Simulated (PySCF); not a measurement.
State search for AlB

Unrestricted PBE0; basis Al def2-SVP, B def2-SVP; no relativity; PySCF 2.14. Outer shells of the fragments: Al 3s2 3p1; B 2s2 2p1.

Followed along the bond (rough minima from three points):

```tsv
2Ms+1	unpaired	⟨S²⟩ at the start	R at minimum (Å)	Te (eV)
3	π ↑↑	2.26	2.03	0.00
3	σ ↑, π ↑	2.00	2.23	0.07
1	σ ↓, π ↑	1.02	2.23	0.25
1	π ↑↓	1.03	2.06	0.30
1	none	0.22	2.08	1.05
```

Solutions found at the starting distance of 2.010 Å, counted from the lowest of them; the search is not exhaustive and high or unbound solutions are not listed, so other states can lie among these:

```
2Ms+1    unpaired   term  E (eV)  ⟨S²⟩  ⟨Lz²⟩  μ (D)
    3        π ↑↑    ³Σ⁻    0.00  2.26   0.00  -1.66
    3    σ ↑, π ↑     ³Π    0.29  2.00   1.00  -0.48
    1        π ↑↓  mixed    0.31  1.03   2.01  -1.65
    1    σ ↓, π ↑  mixed    0.48  1.02   1.00  -0.76
    1        none  mixed    1.07  0.22   2.00  -1.52
    3  σ ↑↑, π ↑↓  mixed    1.68  3.01   2.01  -2.31
    1  σ ↓↓, π ↑↑  mixed    2.06  2.01   0.00  -2.41
    3    σ ↑, π ↑     ³Π    2.63  2.06   1.01  -2.43
    3        π ↑↑  mixed    2.96  2.27   2.01  -0.52
    1    σ ↓, π ↑  mixed    3.02  1.13   1.00  -2.23
```

A term symbol is given only where ⟨S²⟩ and ⟨Lz²⟩ are close to those of a pure state; real π, δ and φ orbitals otherwise mix terms. A positive dipole means Al(−)B(+).

Q: Compare the gap between the two lowest followed solutions at the starting distance with the gap between their minima.

A: At PBE0 the second solution (triplet, unpaired electrons σ ↑, π ↑) lies +0.29 eV from the first (triplet, unpaired electrons π ↑↑) at 2.010 Å and +0.07 eV at the minima; the two curves relax by different amounts, since their minima lie near 2.23 and 2.03 Å.
